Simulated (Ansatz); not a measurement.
Trigonal Se was calculated with r²SCAN (Ansatz, a first-principles code, plane waves, PAW).

Run with plane-wave cutoff 600 eV, 12×12×8 k mesh (along the axes of the cell as run), finite displacements, scalar-relativistic PAW data made under PBE.

Cell (relaxed at this level):

```
CELL_PARAMETERS angstrom
      4.50598     0.00000     0.00000
     -2.25299     3.90229     0.00000
      0.00000     0.00000     4.99138
ATOMIC_POSITIONS crystal
  Se 0.00000 0.21707 0.66667
  Se 0.78293 0.78293 0.00000
  Se 0.21707 0.00000 0.33333
```

Q: What does this level give for the high-frequency dielectric constant (mean over three axes) and static dielectric constant (mean over three axes)?

A: 
high-frequency dielectric constant (mean over three axes): 8.19
static dielectric constant (mean over three axes): 8.75

Note: the cell comes from a level without a dispersion term, which matters for the spacing of layers, chains or molecules.

Computing time: roughly 110 core-minutes.
